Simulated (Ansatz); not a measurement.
We consider zinc-blende BeSe, described by PBE0 (plane waves, PAW; Ansatz, an electronic-structure program).

Run with plane-wave cutoff 460 eV, 8×8×8 k mesh, Fermi–Dirac smearing 0.01 eV, scalar-relativistic PAW data made under PBE.

Computed points:

```tsv
V (Å³/atom)	E − E_lowest (meV/atom)	P (GPa)
16.192	11.63	4.57
16.618	2.76	2.14
17.003	0.00	0.18
17.470	2.60	-1.92
17.897	10.01	-3.62
```

Q: What bulk modulus B0 and pressure derivative B′ does a third-order Birch–Murnaghan fit give?

A: V0 = 17.042 Å³/atom, B0 = 81.1 GPa, B′ = 3.8 (fit to the energies at full precision).

Measured, for comparison: bulk modulus 92.2 GPa (temperature not stated, not corrected to a static lattice; as tabulated in Inakpenu et al., APS March Meeting 2017, C27.9); equilibrium volume per atom 16.96 Å³/atom (temperature not stated, not corrected to a static lattice; as tabulated in Bernardini et al. (2000), arXiv:cond-mat/0007180). Computed (rounded) less measured: bulk modulus -12 %, equilibrium volume per atom +0.5 %.
